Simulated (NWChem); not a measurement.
Correlation energy of oxygen (O₂)

```xyz
2

O      0.0000     0.0000     0.6000
O      0.0000     0.0000    -0.6000
```
Charge 0, spin multiplicity 3.

All runs are NWChem calculations. All single points use one geometry, from UB3LYP/def2-SVP, a minimum by its harmonic frequencies.

Basis set: cc-pVTZ. Each correlation energy counts from its own Hartree-Fock reference.

The correlated methods keep 2 core orbitals frozen. The unpaired electrons of the parent sit in orbitals of symmetry b2g and b3g (D2h labels of the run); other states weren't searched. No SCF solution was tested for a lower state. Open-shell Hartree-Fock references start from PBE0 orbitals. No row is a measurement; the coupled-cluster row has its own basis-set and correlation limits.

```
method           correlation energy (mHa)
---------------  ------------------------
URI-MP2                            -433.1
UMP2                               -433.0
SCS-UMP2                                …
CCSD on UHF                             …
CCSD[T] on UHF                          …
CCSD(T) on UHF                     -452.4
CCSD on ROHF                            …
CCSD[T] on ROHF                    -475.2
CCSD(T) on ROHF                    -475.2
```

Q: Fill in the missing entries.

A: 
- SCS-UMP2, correlation energy (mHa): -411.0
- CCSD on UHF, correlation energy (mHa): -434.9
- CCSD[T] on UHF, correlation energy (mHa): -453.4
- CCSD on ROHF, correlation energy (mHa): -455.8
